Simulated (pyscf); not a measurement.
HO–AsH–OH → O=As–OH + H₂, gas phase, singlet surface. Single points on ωB97X-D3(BJ)/def2-SVP structures (PySCF, gas phase). ΔG in kcal/mol from ωB97M-D3(BJ)/def2-TZVP energies (ideal gas, 1 atm, RRHO with modes under 100 cm⁻¹ raised to 100, one conformer, R ln 2 for chiral ones without a mode under 150 cm⁻¹).

```csv
T (K),ΔG
298,+12.5
600,+4.3
900,?
1200,-12.2
```

Problem. Fit a line to the three values, predict ΔG at 900 K, and estimate where the reaction turns favourable at 1 atm of each gas.

Solution. Least squares gives ΔG = +20.7 − 27.4 × T/1000 K, so ΔS is about +115 J/(mol K) and ΔH about +20.7 kcal/mol over this range (ΔH at 298 K: +20.4). At 900 K the line gives -4.0; the computed value is -4.0. ΔG = 0 falls near 760 K; 1 kcal/mol in the energy moves that by 36 K. This is thermodynamics alone and says nothing of the barrier. Elements up to Kr have no core potential and no relativistic terms here.
